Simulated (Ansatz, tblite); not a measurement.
Ladder of methods for the band gap of zinc-blende GaN (metastable phase)

Reference value: 3.48 eV (measured, zero-point renormalisation of 0.176 eV (computed, arXiv:2011.12765) added back here; inputs from Vurgaftman et al. (2001), doi:10.1063/1.1368156).

```json
[
 {"level (code)": "GFN1-xTB (tblite)", "value (eV)": "0.31", "cell (Å³/atom)": "12.86"},
 {"level (code)": "revPBE (Ansatz)", "value (eV)": "___", "cell (Å³/atom)": "11.96"},
 {"level (code)": "PBE-D3(BJ) (Ansatz)", "value (eV)": "1.67 (direct)", "cell (Å³/atom)": "11.53"},
 {"level (code)": "r²SCAN-D4 (Ansatz)", "value (eV)": "2.24 (direct)", "cell (Å³/atom)": "11.26"},
 {"level (code)": "r²SCAN+rVV10 (Ansatz)", "value (eV)": "2.17 (direct)", "cell (Å³/atom)": "11.30"},
 {"level (code)": "r²SCAN0 (Ansatz)", "value (eV)": "___", "cell (Å³/atom)": "11.17"},
 {"level (code)": "Hartree–Fock (Ansatz)", "value (eV)": "10.49 (direct)", "cell (Å³/atom)": "11.41"}
]
```

Task: What belongs in the gaps?

Result: 
- revPBE (Ansatz, a first-principles code), value (eV): 1.46 (direct)
- r²SCAN0 (Ansatz), value (eV): 4.11 (direct)

Errors against the reference: GFN1-xTB -3.17 eV, revPBE -2.02 eV, PBE-D3(BJ) -1.81 eV, r²SCAN-D4 -1.24 eV, r²SCAN+rVV10 -1.31 eV, r²SCAN0 +0.63 eV, Hartree–Fock +7.01 eV.

Leaving aside GFN1-xTB (doubt noted below): Closest of the ranked levels: r²SCAN0 (+0.63 eV). Among them Hartree–Fock (+7.01 eV) misses by most. Of the ranked levels only r²SCAN0 lands within 1 eV.

Semilocal Kohn–Sham gaps run low as a rule, and all computed gaps are for a static lattice, while measured ones hold electron–phonon shifts unless said otherwise. Spin–orbit coupling is included only where a level's name says +SOC; with heavier elements it mostly lowers gaps and can invert bands.  GFN1-xTB: the gap is read on the k mesh or supercell of the run alone and can be too large. GFN1-xTB: the method was fitted mainly to molecules. Each level is taken at its own relaxed cell. Cutoffs and k meshes differ between the levels. Ansatz's density-functional and Hartree–Fock values are scalar-relativistic unless marked +SOC, with PAW data made under PBE.

Differences are worked out from the printed values.
